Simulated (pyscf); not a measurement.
•H₂C–F + HF → •H₂C–F + HF (four-centre exchange; doublet surface; C–F, F–H broken, C–F, F–H formed). Structures and frequencies: ωB97X-D3(BJ)/def2-SVP in PySCF. Correlated levels are frozen-core, on RHF or UHF. ΔMP2 is the change of the MP2 total energy from the triple- to the quadruple-zeta basis. Energies in kJ/mol from the separated reactants.

| level | barrier | reaction energy |
|---|---|---|
| PBE/def2-TZVP | 209.3 | 0.0 |
| r²SCAN/def2-TZVP | (withheld) | 0.0 |
| B3LYP-D3(BJ)/def2-TZVP | 235.8 | 0.0 |
| ωB97M-D3(BJ)/def2-TZVP | 247.4 | 0.0 |
| MP2/def2-QZVPP | 266.0 | 0.0 |
| CCSD/def2-TZVPP | 280.9 | 0.0 |
| CCSD(T)/def2-TZVPP + ΔMP2(QZVPP) | (withheld) | 0.0 |

Task: Some entries are withheld; supply them.

Result: 
- r²SCAN/def2-TZVP, barrier: 224.0
- CCSD(T)/def2-TZVPP + ΔMP2(QZVPP), barrier: 263.8

Of the functionals in the table, ωB97M-D3(BJ) is closest to CCSD(T)/def2-TZVPP + ΔMP2(QZVPP) in the barrier (16.4 kJ/mol apart) and PBE least close (54.5 kJ/mol); that level has limits of its own. On the product side the descent ends in a complex (not fully relaxed), 17.0 kJ/mol under the separated species and 267.7 kJ/mol under the saddle at ωB97X-D3(BJ)/def2-TZVP. At ωB97X-D3(BJ) the barrier from the zero used here is 250.6 kJ/mol. The same reactants have a lower exit, to F–CH₂–F + H• (barrier +209.9 kJ/mol at ωB97M-D3(BJ), against +247.4 kJ/mol here). This is the saddle that the search found; another between the same sides may lie lower. The CCSD(T) − MP2 part came from Ansatz, without density fitting, on the same reference.
